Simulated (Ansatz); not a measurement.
Relaxing ZnRe

These are results of DFT PBE, scalar-relativistic, plane waves, PAW (Ansatz 0.2.0), not measurements. Cutoff 420 eV, Γ-centred k mesh, Gaussian smearing, no spin polarisation in the final step.

This is the end of a relaxation of cell and atoms.

```xyz
2
Lattice="2.7431 0.0000 0.0000 -1.3716 2.3756 0.0000 0.0000 0.0000 4.4774" Properties=species:S:1:pos:R:3 pbc="T T T"
Zn    0.0000    0.0000    0.0000
Re    0.0000    1.5837    2.2387
```

The zero of energy is the elements' standard structures at the same level; no fitted shifts are applied.

Question: What space group does it have?

Answer: P-6m2 (No. 187). Conventional cell: a = 2.743 Å, c = 4.477 Å. Zn is coordinated by 6 Re at 2.74 Å and 6 Zn at 2.74 Å; around Re lie 6 Zn at 2.74 Å and 6 Re at 2.74 Å.

Question: What is its formation energy per atom?

Answer: 0.24 eV/atom.

Question: Is it a metal?

Answer: Yes, bands cross the Fermi level on the 24×24×12 mesh.

The final run used a 24×24×12 mesh on its 2-atom cell and 0.10 eV smearing. The k mesh leaves about 4 meV/atom of noise in metals. Spin–orbit coupling is left out.

Cost: 2 runs of about 2.6 core-minutes in all, on Intel Xeon Processor @ 2.70GHz (shared hosts).